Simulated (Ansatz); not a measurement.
Results of LDA in Ansatz (PAW) for corundum Cr₂O₃.

Run with plane-wave cutoff 500 eV, 10×10×10 k mesh, Fermi–Dirac smearing 0.05 eV, spin-polarised with opposed moments, scalar-relativistic PAW data made under PBE.

Computed at the level's own relaxed cell.

**Question.** Give the computed equilibrium volume per atom, magnetic moment (largest site, within a sphere) and band gap.

**Answer.** 
- equilibrium volume per atom: 8.86 Å³/atom
- magnetic moment (largest site, within a sphere): 1.88 μB
- band gap: 0.90 eV (on the SCF k mesh)

Measured, for comparison: band gap 3.3 ± 0.1 eV (temperature not stated, not corrected to a static lattice, middle of the range; as tabulated in Medasani et al. (2019), arXiv:1904.04625); equilibrium volume per atom 9.64 Å³/atom (temperature not stated, not corrected to a static lattice; as tabulated in Sawada, Mater. Res. Bull. 29, 239 (1994) (COD 9015000)). Computed (rounded) less measured: band gap -2.40 eV, equilibrium volume per atom -8.1 %.

Moments are spin moments.

Ansatz is an electronic-structure program.
